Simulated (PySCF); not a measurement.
Fluorine: a sound run and one with changed settings

Sound run: F [He] 2s2 2p5, F⁺ [He] 2s2 2p4. All numbers are calculated (PySCF 2.14, no relativity, point nucleus, in def2-TZVP (5s3p2d1f, 31 functions)). In the sound run the correlated levels freeze 1s2. The sound run starts from symmetry-adapted Hartree-Fock orbitals and uses a fine grid where one is needed.

Changed run: all electrons correlated in a basis built for the valence shell.

```json
{"species": "F", "method": "MP2", "sound run (hartree)": "-99.60959", "changed run (hartree)": "-99.62814", "converged": "yes"}
{"species": "F", "method": "CCSD(T)", "sound run (hartree)": "-99.62506", "changed run (hartree)": "-99.64401", "converged": "yes"}
{"species": "F⁺", "method": "MP2", "sound run (hartree)": "-98.97723", "changed run (hartree)": "-98.99545", "converged": "yes"}
{"species": "F⁺", "method": "CCSD(T)", "sound run (hartree)": "-98.99489", "changed run (hartree)": "-99.01356", "converged": "yes"}
```

Ionisation energy of F:

| method | sound run (eV) | changed run (eV) |
| --- | --- | --- |
| UHF | 15.655 | 15.655 |
| MP2 | 17.207 | 17.216 |
| SCS-MP2 | 17.192 | 17.196 |
| CCSD | 17.106 | 17.114 |
| CCSD(T) | 17.148 | 17.156 |

A valence basis has no tight correlating functions, so it recovers only part of the core correlation, and not evenly between atom and ion.

For comparison, NIST gives 17.423 eV between the lowest levels.
